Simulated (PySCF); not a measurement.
Dissociation curve of N2, singlet. Each curve is given relative to its own lowest point near equilibrium.

```
R / Å      A      B        C      D
-----  -----  -----  -------  -----
0.81   348.3  347.7    356.2  356.2
0.88   169.6  170.0    176.6  176.6
0.92   104.5  105.1    110.8  110.8
0.98    42.3   43.1     47.3   47.3
1.01    23.5   24.2     27.5   27.5
1.06     5.5    5.9      7.7    7.7
1.09     0.9    1.1      1.9    1.9
1.11     0.0    0.0      0.0    0.0
1.17     5.0    4.1      1.4   17.7
1.20    10.8    9.4      5.1   36.6
1.26    26.8   24.1     16.0   68.6
1.34    53.5   48.7     34.1  102.6
1.48   102.7      —     64.1  146.3
1.65   148.9      —     84.8  185.1
1.82   175.2      —     82.6  206.5
1.97   186.5      —     61.9  212.3
2.19   192.2      —      3.8  213.3
2.41   193.1      —    -82.0  212.7
2.67   193.1      —   -211.7  212.1
2.96   193.0      —   -385.4  212.0
3.30   193.1      —   -618.2  212.0
3.84   193.3      —  -1023.9  212.2
4.33   193.4      —  -1401.5  212.3
```

Energies in kcal/mol.

**Question.** Which curve belongs to which method? The methods are CASSCF(10,8)/cc-pVDZ run with PySCF; MP2 on RHF/cc-pVDZ, 2 core orbitals frozen run with PySCF; CCSD on UHF/cc-pVDZ, 2 core orbitals frozen (PySCF); MP2 on UHF/cc-pVDZ, 2 core orbitals frozen in PySCF.

**Answer.** A is UCCSD; B is CASSCF(10,8); C is RMP2; D is UMP2.

A dash means that the run gave no value there, or that the column was ended at a point which the program doubted or which failed a test of continuity chosen for this set; such a test can also cut sound points.

The unrestricted solution behind UCCSD, UMP2 changes between 1.34 and 1.48 Å and between 1.48 and 1.65 Å and between 1.65 and 1.82 Å, which can leave a kink. The unrestricted determinant behind UCCSD, UMP2 is spin-contaminated at 1.17 to 4.33 Å (<S²> up to 3.0, against 0.00 for a pure singlet). The restricted form behind RMP2 keeps the bonding electrons paired and can't separate into open-shell fragments. The T1 diagnostic of CCSD on the restricted reference of RMP2 exceeds 0.045 at 2.41 to 2.67 Å.
